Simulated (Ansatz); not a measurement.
## Ligand exchange: CH3F + SiH2(CH3)(OH) → CH3FO + SiH3(CH3)

Gas-phase species: CH3F (fluoromethane) `CF`, singlet; SiH2(CH3)(OH), singlet; CH3FO `OCF`, singlet; SiH3(CH3) (methylsilane), singlet. The partners trade H for OH: C–H and Si–OH bonds give way to C–OH and Si–H.

Shapes, held fixed at every level: PBE0-D4/def2-TZVP. Flexible molecules stand in one conformer, not always the lowest. Programs: Ansatz 0.2.0. The zero-point and thermal change to 298 K, harmonic and unscaled (PBE0-D4/def2-TZVP), is -3.3 kJ/mol.

```
                level                    kind  ΔH(298 K) (kJ/mol)  less CCSD(T)/CBS estimate
          HF/def2-SVP            Hartree–Fock              +105.9                      -28.3
        HF/def2-TZVPP            Hartree–Fock              +132.6                       -1.6
 r2SCAN-D4/def2-TZVPP                meta-GGA              +126.5                       -7.7
  BHLYP-D4/def2-TZVPP           global hybrid              +133.2                       -1.0
r2SCAN0-D4/def2-TZVPP           global hybrid              +128.7                       -5.5
   wB97X-V/def2-TZVPP  range-separated hybrid              +123.9                      -10.3
    B2PLYP/def2-TZVPP           double hybrid              +131.0                       -3.2
 CCSD(T)/CBS estimate   coupled cluster or CI              +134.2                        0.0
```

The highest level, CCSD(T)/CBS estimate, gives ΔH(298 K) = +134.2 kJ/mol; the levels span +105.9 to +134.2. The column of differences is taken from that level and isn't an error. No measured value is set beside it here. The CBS estimate extrapolates MP2 from def2-TZVPP and def2-QZVPP and adds CCSD(T) − MP2 in the triple-zeta set, cores frozen.
